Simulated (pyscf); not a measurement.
Structures and frequencies: ωB97X-D3(BJ)/def2-SVP in PySCF.

Question: PBE/def2-TZVP puts the barrier of O=Ti(F)–F + ammonia (NH₃) → H₂N–Ti(OH)(F)–F (addition across a multiple bond or ene-type step; singlet surface; H–N broken, H–O, N–Ti formed) at -13.7 kcal/mol and the reaction energy at -39.4 kcal/mol, from the separated reactants. What do PBE0-D3(BJ)/def2-TZVP, M06-2X/def2-TZVP, ωB97M-D3(BJ)/def2-TZVP give on the same structures?

Answer: PBE0-D3(BJ): ΔE‡ = -14.7 kcal/mol, ΔE = -43.6 kcal/mol; M06-2X: ΔE‡ = -16.2 kcal/mol, ΔE = -48.7 kcal/mol; ωB97M-D3(BJ): ΔE‡ = -10.7 kcal/mol, ΔE = -41.5 kcal/mol. PBE's barrier lies among them. Its reaction energy lies over all of them, by 2.0 to 9.3 kcal/mol. On the reactant side the descent ends in an adduct with a N–Ti contact, 44.7 kcal/mol under the separated species and 32.2 kcal/mol under the saddle at ωB97X-D3(BJ)/def2-TZVP. At PBE, PBE0-D3(BJ), M06-2X, ωB97M-D3(BJ) the saddle lies under the separated reactants, which points to a path from their complex (located at ωB97X-D3(BJ) alone). What is counted as formed (N–Ti) is already present as a longer contact in the reactant adduct; forming that adduct is a step of its own. At the saddle there is also a short H–Ti contact that neither side keeps. This is the saddle that the search found; another between the same sides may lie lower.
